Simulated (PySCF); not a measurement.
**Relaxation of singlet BH₃**

Method: PBE0/[B def2-TZVP, H def2-TZVP], no relativity, density fitting, PySCF. A (50,194) grid was used.

A hand-made trigonal pyramidal start, of C3v symmetry, held to at least that symmetry:

```xyz
4
charge 0 multiplicity 1, angstrom
B     0.0000    0.0000   -0.1184
H     1.0330    0.0000    0.4309
H    -0.5165    0.8946    0.4309
H    -0.5165   -0.8946    0.4309
```

At each step, columns x, y, z (Å) and Fx, Fy, Fz (eV/Å):

```
step 0  E − E(last) = 194.25 kJ/mol
B    0.000   0.000  -0.118   0.002   0.000   4.997
H    1.033   0.000   0.431   1.885   0.000  -1.665
H   -0.516   0.895   0.431  -0.944   1.633  -1.666
H   -0.516  -0.895   0.431  -0.944  -1.633  -1.666
step 1  E − E(last) = 39.68 kJ/mol
B    0.000   0.000   0.093   0.001   0.000   3.137
H    1.181   0.000   0.360  -0.113   0.000  -1.045
H   -0.591   1.023   0.360   0.056  -0.098  -1.046
H   -0.591  -1.023   0.360   0.056   0.098  -1.046
step 2  E − E(last) = 9.27 kJ/mol
B    0.000   0.000   0.240   0.000   0.000   0.917
H    1.237   0.000   0.312  -0.963   0.000  -0.306
H   -0.618   1.071   0.312   0.481  -0.834  -0.306
H   -0.618  -1.071   0.312   0.481   0.834  -0.306
step 3  E − E(last) = 2.79 kJ/mol
B    0.000   0.000   0.263   0.000   0.000   0.498
H    1.217   0.000   0.304  -0.538   0.000  -0.166
H   -0.608   1.054   0.304   0.269  -0.466  -0.166
H   -0.608  -1.054   0.304   0.269   0.466  -0.166
step 4  E − E(last) = 0.03 kJ/mol
B    0.000   0.000   0.290   0.000   0.000   0.053
H    1.191   0.000   0.295   0.050   0.000  -0.018
H   -0.596   1.032   0.295  -0.025   0.044  -0.018
H   -0.596  -1.032   0.295  -0.025  -0.044  -0.018
step 5  E − E(last) = 0.00 kJ/mol
B    0.000   0.000   0.294   0.000   0.000  -0.008
H    1.194   0.000   0.293  -0.009   0.000   0.003
H   -0.597   1.034   0.293   0.004  -0.007   0.003
H   -0.597  -1.034   0.293   0.004   0.007   0.003
step 6  E − E(last) = 0.00 kJ/mol
B    0.000   0.000   0.294   0.000   0.000   0.000
H    1.193   0.000   0.294   0.000   0.000   0.000
H   -0.597   1.034   0.294   0.000   0.000   0.000
H   -0.597  -1.034   0.294   0.000   0.000   0.000
```

It ends at D3h with B–H 1.193 Å (×3); H–B–H 120.0° (×3). A frequency run shows a minimum. Other isomers or separated fragments may lie lower.
